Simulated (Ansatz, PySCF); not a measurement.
Process, species as SMILES: C#CC → C#CC as triplet, charge 0 (to the triplet)

Quantity: adiabatic triplet-singlet gap, E(triplet) - E(singlet) (0 K, with zero-point energies), in eV. Set-up: dispersion terms only where a functional's name holds one; six Cartesian d functions in 6-31G* and its kin unless marked 5d; 6-311+G** with 5d; frozen cores in correlated levels; open shells spin-unrestricted; no spin-orbit coupling; LANL2DZ all-electron up to Ne; non-relativistic. First-principles rows: single points at B3LYP-D3(BJ) geometries (Ansatz, an electronic-structure program), with unscaled harmonic terms from B3LYP/6-31G* (Ansatz) at its own minima. A UHF reference is markedly spin-contaminated in at least one set, which strains HF and MP2. Levels can end on unlike triplets.

| level | program | adiabatic triplet-singlet gap, E(triplet) - E(singlet) (0 K, with zero-point energies) (eV) |
|---|---|---|
| HF/3-21G | Ansatz | 2.85 |
| HF/6-31G* | Ansatz | 2.61 |
| PBE/STO-3G | Ansatz | 3.89 |
| BLYP/6-31G* | Ansatz | 3.51 |
| BP86/def2-SVP | PySCF | 3.52 |
| B3LYP/LANL2DZ | Ansatz | 3.57 |
| B3LYP/6-31G | Ansatz | 3.61 |
| B3LYP/6-31G* | Ansatz | 3.51 |
| B3LYP/6-31G** | Ansatz | 3.51 |
| PBE0/6-31G* | Ansatz | 3.40 |
| M06-2X/6-311+G** | PySCF | 3.77 |
| MP2/STO-3G | Ansatz | 4.84 |
| MP2/6-31G* | Ansatz | 3.92 |
| B3PW91/6-31G* (5d) | PySCF | 3.43 |
| B2PLYP-D3(BJ)/def2-TZVPD | Ansatz + dftd3 | 3.76 |

No value to compare with is used here. The 14 habitual levels span 2.61 (HF/6-31G*) to 4.84 eV (MP2/STO-3G); B2PLYP-D3(BJ)/def2-TZVPD gives 3.76.

The levels are drawn from those run, B3LYP/6-31G* more often than the rest, none by its result; left out are runs that failed, that the program found above a lower state of the same kind, or whose <S^2> lies over 0.5 above the pure value.
